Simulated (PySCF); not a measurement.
PySCF input (TPSSh/def2-TZVPD):

```python
from pyscf import gto, scf, dft

mol = gto.M(
    atom='''
    C     0.00340085    0.10411341    0.84463058
    C    -0.00316901    0.02839917   -0.68472531
    H    -0.87168362   -0.45775013    1.22954120
    H     0.88597729   -0.45133029    1.22167274
    H    -0.00176189   -0.97997600   -1.19312952
    H    -0.88238004    0.54379300   -1.10483906
    H     0.86845721    0.55018792   -1.11267697
    ''',
    basis='def2-tzvpd',
    charge=-1,
    spin=0,
    verbose=4,
)

mf = dft.RKS(mol, xc='tpssh').density_fit(auxbasis='def2-universal-jkfit')
mf.grids.level = 3
mf.conv_tol = 1e-9
mf.max_cycle = 100
mf.max_memory = 1500
mf.kernel()
if not mf.converged:
    mf = mf.newton()
    mf.kernel(mf.make_rdm1())
mf.analyze()
```

End of the output:

```
Extra cycle  E= -79.1767340133192  delta_E= 7.82e-13  |g|= 2.49e-06  |ddm|= 7.03e-05
converged SCF energy = -79.1767340133192
**** SCF Summaries ****
Total Energy =                         -79.176734013319233
Nuclear Repulsion Energy =              36.329969254377758
One-electron Energy =                 -181.093551971129301
Two-electron Energy =                   65.586848703432310
Two-electron Coulomb Energy =           78.459962460857525
DFT Exchange-Correlation Energy =      -12.873113757425219
HOMO-LUMO gap [eV] =                     1.992685831605672
**** MO energy ****
MO #1   energy= -9.89342240334673  occ= 2
MO #2   energy= -9.8225750578139   occ= 2
MO #3   energy= -0.481873633789455 occ= 2
MO #4   energy= -0.330831101313674 occ= 2
MO #5   energy= -0.182698918345097 occ= 2
MO #6   energy= -0.164323864087254 occ= 2
MO #7   energy= -0.0978520030561313 occ= 2
MO #8   energy= -0.0780957819559188 occ= 2
MO #9   energy= 0.0910158478195129 occ= 2
MO #10  energy= 0.16424570204822   occ= 0
MO #11  energy= 0.193789531224525  occ= 0
MO #12  energy= 0.230818382928137  occ= 0
MO #13  energy= 0.231682929900816  occ= 0
MO #14  energy= 0.26043099688855   occ= 0
MO #15  energy= 0.281519918845108  occ= 0
MO #16  energy= 0.290799212136026  occ= 0
MO #17  energy= 0.304528869219612  occ= 0
MO #18  energy= 0.313040087113505  occ= 0
MO #19  energy= 0.340766826297287  occ= 0
MO #20  energy= 0.349012663523583  occ= 0
MO #21  energy= 0.363242646612117  occ= 0
MO #22  energy= 0.381407710781969  occ= 0
MO #23  energy= 0.395195592159457  occ= 0
MO #24  energy= 0.395347068810586  occ= 0
MO #25  energy= 0.417754522104087  occ= 0
MO #26  energy= 0.447126236347873  occ= 0
MO #27  energy= 0.44740617444568   occ= 0
MO #28  energy= 0.4485671443359    occ= 0
MO #29  energy= 0.450490096133506  occ= 0
MO #30  energy= 0.48253709686314   occ= 0
MO #31  energy= 0.495110929920028  occ= 0
MO #32  energy= 0.501021164851699  occ= 0
MO #33  energy= 0.509206269607538  occ= 0
MO #34  energy= 0.530533920053328  occ= 0
MO #35  energy= 0.531869191224153  occ= 0
MO #36  energy= 0.554285767255402  occ= 0
MO #37  energy= 0.555283857055671  occ= 0
MO #38  energy= 0.585606164632946  occ= 0
MO #39  energy= 0.586352783798876  occ= 0
MO #40  energy= 0.589959283461643  occ= 0
MO #41  energy= 0.603869752630096  occ= 0
MO #42  energy= 0.624800935523781  occ= 0
MO #43  energy= 0.661551435117271  occ= 0
MO #44  energy= 0.6947138363766    occ= 0
MO #45  energy= 0.74993482300882   occ= 0
MO #46  energy= 0.757267258580192  occ= 0
MO #47  energy= 0.788970997842256  occ= 0
MO #48  energy= 0.826817092028687  occ= 0
MO #49  energy= 0.836486756698245  occ= 0
MO #50  energy= 0.863537771859921  occ= 0
MO #51  energy= 0.881222951352341  occ= 0
MO #52  energy= 0.888015530816353  occ= 0
MO #53  energy= 0.90096790732513   occ= 0
MO #54  energy= 0.93104905702446   occ= 0
MO #55  energy= 0.959656939980093  occ= 0
MO #56  energy= 1.1016690821342    occ= 0
MO #57  energy= 1.11701436352999   occ= 0
MO #58  energy= 1.15389501589066   occ= 0
MO #59  energy= 1.19069017679463   occ= 0
MO #60  energy= 1.3233239496216    occ= 0
MO #61  energy= 1.36735514758362   occ= 0
MO #62  energy= 1.38582679465264   occ= 0
MO #63  energy= 1.40562541427448   occ= 0
MO #64  energy= 1.4258773520321    occ= 0
MO #65  energy= 1.54453878569202   occ= 0
MO #66  energy= 1.85005994718933   occ= 0
MO #67  energy= 1.92104872125731   occ= 0
MO #68  energy= 1.95237666046135   occ= 0
MO #69  energy= 1.95975590787952   occ= 0
MO #70  energy= 1.99735696400996   occ= 0
MO #71  energy= 2.00373125541617   occ= 0
MO #72  energy= 2.01062010772596   occ= 0
MO #73  energy= 2.03986325744517   occ= 0
MO #74  energy= 2.09039931539303   occ= 0
MO #75  energy= 2.14898043435987   occ= 0
MO #76  energy= 2.19613292641077   occ= 0
MO #77  energy= 2.23059379989848   occ= 0
MO #78  energy= 2.29509652167895   occ= 0
MO #79  energy= 2.36803518440272   occ= 0
MO #80  energy= 2.45388741703646   occ= 0
MO #81  energy= 2.54889906304287   occ= 0
MO #82  energy= 2.6731863167756    occ= 0
MO #83  energy= 2.6840515508895    occ= 0
MO #84  energy= 2.70865998762184   occ= 0
MO #85  energy= 2.78492639578251   occ= 0
MO #86  energy= 2.7856704722759    occ= 0
MO #87  energy= 2.85718459966409   occ= 0
MO #88  energy= 2.85989235707191   occ= 0
MO #89  energy= 2.92362889334273   occ= 0
MO #90  energy= 2.97773594416921   occ= 0
MO #91  energy= 2.99654678459393   occ= 0
MO #92  energy= 3.10442178341595   occ= 0
MO #93  energy= 3.11359457072051   occ= 0
MO #94  energy= 3.13708310054778   occ= 0
MO #95  energy= 3.28537922438633   occ= 0
MO #96  energy= 3.36042587940586   occ= 0
MO #97  energy= 3.42181103702137   occ= 0
MO #98  energy= 3.42758799185527   occ= 0
MO #99  energy= 3.47448237202526   occ= 0
MO #100 energy= 3.50593883198037   occ= 0
MO #101 energy= 3.57892915671321   occ= 0
MO #102 energy= 3.58563613464722   occ= 0
MO #103 energy= 3.62418159096636   occ= 0
MO #104 energy= 3.7499537906024    occ= 0
MO #105 energy= 3.83904306874355   occ= 0
MO #106 energy= 3.87398087197944   occ= 0
MO #107 energy= 3.94161145874397   occ= 0
MO #108 energy= 4.06574526268858   occ= 0
MO #109 energy= 4.23160730487298   occ= 0
MO #110 energy= 4.27840770517534   occ= 0
MO #111 energy= 4.34514565858784   occ= 0
MO #112 energy= 4.5290065161271    occ= 0
MO #113 energy= 4.65329896894517   occ= 0
MO #114 energy= 4.69146408192486   occ= 0
MO #115 energy= 4.81698438224878   occ= 0
MO #116 energy= 4.93614100953026   occ= 0
MO #117 energy= 5.11902329079209   occ= 0
MO #118 energy= 22.5462459290138   occ= 0
MO #119 energy= 22.6711145767149   occ= 0
 ** Mulliken pop on meta-lowdin orthogonal AOs  **
 ** Mulliken pop  **
pop of  0 C 1s            1.99994
pop of  0 C 2s            1.19236
pop of  0 C 3s            0.00941
pop of  0 C 4s            0.00357
pop of  0 C 5s            0.00351
pop of  0 C 6s            0.00217
pop of  0 C 2px           1.01404
pop of  0 C 2py           1.51466
pop of  0 C 2pz           0.96926
pop of  0 C 3px           0.00136
pop of  0 C 3py           0.03017
pop of  0 C 3pz           0.00499
pop of  0 C 4px           0.00077
pop of  0 C 4py           0.00626
pop of  0 C 4pz           0.00184
pop of  0 C 3dxy          0.00204
pop of  0 C 3dyz          0.00083
pop of  0 C 3dz^2         0.00159
pop of  0 C 3dxz          0.00000
pop of  0 C 3dx2-y2       0.00063
pop of  0 C 4dxy          0.00005
pop of  0 C 4dyz          0.00239
pop of  0 C 4dz^2         0.00010
pop of  0 C 4dxz          0.00024
pop of  0 C 4dx2-y2       0.00027
pop of  0 C 5dxy          0.00004
pop of  0 C 5dyz          0.00600
pop of  0 C 5dz^2         0.00004
pop of  0 C 5dxz          0.00020
pop of  0 C 5dx2-y2       0.00105
pop of  0 C 4f-3          0.00047
pop of  0 C 4f-2          0.00003
pop of  0 C 4f-1          0.00010
pop of  0 C 4f+0          0.00056
pop of  0 C 4f+1          0.00003
pop of  0 C 4f+2          0.00016
pop of  0 C 4f+3          0.00002
pop of  1 C 1s            1.99994
pop of  1 C 2s            1.04472
pop of  1 C 3s            0.00349
pop of  1 C 4s            0.00323
pop of  1 C 5s            0.00329
pop of  1 C 6s            0.00215
pop of  1 C 2px           1.07682
pop of  1 C 2py           1.06641
pop of  1 C 2pz           1.08048
pop of  1 C 3px           0.00117
pop of  1 C 3py           0.00313
pop of  1 C 3pz           0.00120
pop of  1 C 4px           0.00027
pop of  1 C 4py           0.00040
pop of  1 C 4pz           0.00047
pop of  1 C 3dxy          0.00044
pop of  1 C 3dyz          0.00522
pop of  1 C 3dz^2         0.00056
pop of  1 C 3dxz          0.00147
pop of  1 C 3dx2-y2       0.00040
pop of  1 C 4dxy          0.00034
pop of  1 C 4dyz          0.00438
pop of  1 C 4dz^2         0.00044
pop of  1 C 4dxz          0.00000
pop of  1 C 4dx2-y2       0.00016
pop of  1 C 5dxy          0.00015
pop of  1 C 5dyz          0.01625
pop of  1 C 5dz^2         0.00054
pop of  1 C 5dxz          0.00022
pop of  1 C 5dx2-y2       0.00086
pop of  1 C 4f-3          0.00084
pop of  1 C 4f-2          0.00008
pop of  1 C 4f-1          0.00016
pop of  1 C 4f+0          0.00114
pop of  1 C 4f+1          0.00003
pop of  1 C 4f+2          0.00008
pop of  1 C 4f+3          0.00000
pop of  2 H 1s            0.97104
pop of  2 H 2s            0.00317
pop of  2 H 3s            0.00133
pop of  2 H 2px           0.00016
pop of  2 H 2py           0.01284
pop of  2 H 2pz           0.00085
pop of  2 H 3px           0.00067
pop of  2 H 3py           0.01609
pop of  2 H 3pz           0.00114
pop of  3 H 1s            0.97104
pop of  3 H 2s            0.00317
pop of  3 H 3s            0.00133
pop of  3 H 2px           0.00016
pop of  3 H 2py           0.01284
pop of  3 H 2pz           0.00085
pop of  3 H 3px           0.00069
pop of  3 H 3py           0.01606
pop of  3 H 3pz           0.00114
pop of  4 H 1s            0.99402
pop of  4 H 2s            0.00307
pop of  4 H 3s            0.00219
pop of  4 H 2px           0.00009
pop of  4 H 2py           0.00022
pop of  4 H 2pz           0.00336
pop of  4 H 3px           0.00015
pop of  4 H 3py           0.00095
pop of  4 H 3pz           0.00392
pop of  5 H 1s            0.93323
pop of  5 H 2s            0.00418
pop of  5 H 3s            0.00181
pop of  5 H 2px           0.00021
pop of  5 H 2py           0.00033
pop of  5 H 2pz           0.00074
pop of  5 H 3px           0.00043
pop of  5 H 3py           0.00066
pop of  5 H 3pz           0.00110
pop of  6 H 1s            0.93323
pop of  6 H 2s            0.00418
pop of  6 H 3s            0.00181
pop of  6 H 2px           0.00021
pop of  6 H 2py           0.00034
pop of  6 H 2pz           0.00074
pop of  6 H 3px           0.00042
pop of  6 H 3py           0.00065
pop of  6 H 3pz           0.00111
 ** Mulliken atomic charges  **
charge of    0C =     -0.77116
charge of    1C =     -0.32094
charge of    2H =     -0.00728
charge of    3H =     -0.00728
charge of    4H =     -0.00798
charge of    5H =      0.05732
charge of    6H =      0.05732

WARN: System has nonzero charge -1; the dipole moment is origin-dependent.
Location of origin: [0. 0. 0.]

Dipole moment(X, Y, Z, Debye): -0.00863, -1.60020, -3.23399
```

It need not be the lowest isomer of its formula. Whether it binds its extra electron was not tested at this geometry.
